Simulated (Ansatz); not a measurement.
**Si2 (triplet): wave-function methods side by side at distance Si1–Si2 = 1.809 Å, cc-pVDZ**

How much of the correlation energy of Si2 (triplet) does each wave-function method recover here?

The runs use Ansatz 0.2.0, Gaussian basis; cc-pVDZ, core rule «outside noble gas», up to 10 orbitals frozen.

To be run: UHF; CCSD(T) on ROHF; CCSD(T) on UHF; BCCD(T) on ROHF; CISD; CCSDT(Q) on ROHF; CCSDT(Q) on UHF; CASSCF and MRCISD+Q, 4 electrons in 4 orbitals; CASSCF and NEVPT2, 4 electrons in 4 orbitals; CASSCF and MRCISD+Q, 8 electrons in 8 orbitals; CASSCF and NEVPT2, 8 electrons in 8 orbitals.

24 further runs of the same task are left out: 1 for a mislabelled method, 20 that didn't finish, 3 set aside as unsound or not needed.

## 1. What is computed

The geometry derives from a PBE0/def2-TZVP stationary point (not a proven minimum). One bond is set to the value named and the two fragments are kept rigid.

2 atoms, charge 0, spin multiplicity 3.

Atoms are counted from 1 here; the program's logs count them from 0.

Bond lengths: Si1–Si2 1.809 Å.

As a file:

```xyz
2
charge 0, multiplicity 3
Si    0.00000    0.00000    0.00000
Si    0.00000    0.00000    1.80900
```

## 2. UHF

File in.yaml:

```yaml
crystal:
  periodic: [false, false, false]
  atoms:
    - {symbol: Si, position_ang: [0.000000, 0.000000, 0.000000]}
    - {symbol: Si, position_ang: [0.000000, 0.000000, 1.809000]}
basis:
  gaussian: {orbitals: cc-pVDZ}
magnetization: {spin_polarized: true, initial_magnetization: 2}
hamiltonian: {xc: hf}
output: {orbitals: {seedname: orbitals}}
```

On the command line:

```
$ ansatz run in.yaml --threads 1 --pin off --events-out ev --progress --plain --max-ram 2393MiB
```

The runs that follow: CCSD(T) on ROHF; CCSD(T) on UHF; BCCD(T) on ROHF; CISD; CCSDT(Q) on ROHF; CCSDT(Q) on UHF; CASSCF and MRCISD+Q, 4 electrons in 4 orbitals; CASSCF and NEVPT2, 4 electrons in 4 orbitals; CASSCF and MRCISD+Q, 8 electrons in 8 orbitals; CASSCF and NEVPT2, 8 electrons in 8 orbitals.

Q: Predict the results of all the runs planned. Wanted: UCCSDT(Q) below the RHF energy; RMP2 from UCCSDT(Q); UMP2 from UCCSDT(Q); RCCSD from UCCSDT(Q); RCCSD(T) from UCCSDT(Q); UCCSD(T) from UCCSDT(Q); RCCSDT(Q) from UCCSDT(Q); NEVPT2 valence from UCCSDT(Q); MRCISD+Q valence from UCCSDT(Q).

**Answer**, as computed:

```
                         quantity                                        value
   UCCSDT(Q) below the RHF energy                                   -4.9268 eV
              RMP2 from UCCSDT(Q)                                   +966.0 meV
              UMP2 from UCCSDT(Q)                                  +1025.4 meV
             RCCSD from UCCSDT(Q)                                   +306.8 meV
          RCCSD(T) from UCCSDT(Q)                                    +57.3 meV
          UCCSD(T) from UCCSDT(Q)                                    +57.6 meV
         RCCSDT(Q) from UCCSDT(Q)                                     +0.7 meV
    NEVPT2 valence from UCCSDT(Q)                                   +723.9 meV
  MRCISD+Q valence from UCCSDT(Q)                                    -21.1 meV
levels within 1 kcal/mol (43 meV)  RCCSDT, UCCSDT, RCCSDT(Q), MRCISD+Q valence
                    T1 diagnostic                                        0.021
   effectively unpaired electrons                                         2.06
```

What this shows: RCCSD(T) lands +57.3 meV from the yardstick (1.2 % of the correlation energy). One determinant dominates. Of the multireference levels listed MRCISD+Q valence comes nearest in total energy (-21.1 meV), which doesn't show that its space is the better one. These misses are within one basis, not against nature; the frozen cores of restricted and unrestricted runs differ, which can shift their rows.
